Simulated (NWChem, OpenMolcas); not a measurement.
How basis sets differ on BHO2 (oxoborinic acid)

BHO2 has 4 atoms, charge 0, and is taken as a singlet. As SMILES, `O=BO`. Geometry: relaxed at PBE0-D4/def2-TZVP.

Quantity: the dipole moment, in D. The values are calculated.

```json
{"level": "HF/ANO-S-MB", "kind": "Hartree–Fock", "program": "OpenMolcas", "value (D)": "3.82", "CPU time": "1.8 s"}
{"level": "HF/STO-3G", "kind": "Hartree–Fock", "program": "OpenMolcas", "value (D)": "2.74", "CPU time": "2.7 s"}
{"level": "HF/3-21G", "kind": "Hartree–Fock", "program": "NWChem", "value (D)": "4.06", "CPU time": "1.3 s"}
{"level": "HF/def2-SVP", "kind": "Hartree–Fock", "program": "NWChem", "value (D)": "4.14", "CPU time": "2.2 s"}
{"level": "HF/def2-TZVPP", "kind": "Hartree–Fock", "program": "OpenMolcas", "value (D)": "4.22", "CPU time": "21 s"}
```

The values span 2.74 to 4.22 D. Sets without polarisation functions give poor dipoles. Times are those of the runs behind each value, whatever else they computed, on shared processors of several kinds: orders of magnitude only.
